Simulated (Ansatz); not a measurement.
**Two structures, one formula**

The two ends of one reaction step of SiH₅F, closed shell (PBE0-D4/def2-TZVP).

A:

Si1  (-0.649, 0.831, 0.438)
H2  (1.611, -2.188, -1.453)
H3  (-0.837, 0.562, -1.007)
H4  (-1.902, 0.574, 1.185)
H5  (-0.185, 2.221, 0.655)
H6  (1.485, -1.835, -0.808)
F7  (0.477, -0.165, 0.991)
(Å)

B:

```
7
angstrom
Si -0.6078 0.4796 -0.4806
H 0.3930 -0.6176 -0.6493
H -1.2417 0.7093 -1.8007
H -1.6174 0.0519 0.5158
H 0.0975 1.6987 -0.0211
H 1.3100 -1.1124 0.7938
F 1.6664 -1.2092 1.6422
```

Computed with Ansatz 0.2.0 (basis: def2-TZVPP); correlated methods freeze the cores. B3LYP uses VWN-RPA correlation.

(1) Which structure is lower at CCSD(T), and by how much? (An estimate is asked for; the value comes from the calculation.)

No T1 diagnostic of these runs exceeds 0.011.

## Answers

(1) By the calculation: A, by 1.030 eV (electronic energy, against the other). By their contacts, A is a complex of SiH₃F ([F][SiH3]) + H₂ and B is a complex of SiH₄ + HF.

All methods give the same order:

| method | E(B) − E(A) (eV) |
| --- | --- |
| SPW92 | 0.854 |
| PBE-D4 | 0.934 |
| BLYP-D4 | 1.054 |
| r2SCAN-D4 | 1.078 |
| B97M-V | 1.068 |
| PBE0-D4 | 0.946 |
| B3LYP-D4 | 1.056 |
| r2SCAN0-D4 | 1.054 |
| BHLYP-D4 | 1.090 |
| CAM-B3LYP-D4 | 1.073 |
| wB97X-V | 1.053 |
| wB97M-V | 1.060 |
| B2PLYP | 1.082 |
| PBE-QIDH | 1.014 |
| RPA on PBE | 1.048 |
| HF | 1.146 |
| MP2 | 1.092 |
| CCSD | 1.033 |
| CCSD(T) | 1.030 |

Labels in which every atom is bracketed show which atoms are joined, not bond orders.

For scale, one of the runs: CCSD(T)/def2-TZVPP, 143 basis functions, launched by `ansatz run in.yaml --threads 2 --pin off --events-out ev --progress --plain --max-ram 4352MiB`. Hardware: 2 CPU threads of an Arm Neoverse V1, shared host. Wall time 9 s; peak host memory 0.8 GiB.
